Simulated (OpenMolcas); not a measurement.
# How methods differ on AlO (oxoaluminum)

AlO has 2 atoms, charge 0, and is taken as a doublet. SMILES: `[O]=[Al]`. Geometry: a GFN2-xTB relaxation, a rough one for these elements and not checked as a minimum.

```xyz
2

O     0.0000    0.0000    0.0000
Al    0.0000    0.0000    1.5700
```

Quantity: the energy change with the O1–Al2 bond stretched from 1.570 to 3.925 Å, in eV. The values are calculated.

| level | kind | program | value (eV) | CPU time (all runs) |
| --- | --- | --- | --- | --- |
| USVWN5/STO-3G | LDA | OpenMolcas | 241.08 | 5.3 s |
| UPBE/STO-3G | GGA | OpenMolcas | 240.92 | 6 s |
| U-r2SCAN/STO-3G | meta-GGA | OpenMolcas | 240.81 | 8.2 s |
| UPBE0/STO-3G | global hybrid | OpenMolcas | 239.95 | 6.3 s |
| CASPT2(3,3)/STO-3G | multireference | OpenMolcas | 4.06 | 2.8 s |

The first shape isn't each level's own minimum. The values span 4.06 to 241.08 eV. All rows use very small basis sets, so even the best lies far from the true value. Times are those of the runs behind each value, whatever else they computed, on shared processors of several kinds: orders of magnitude only.
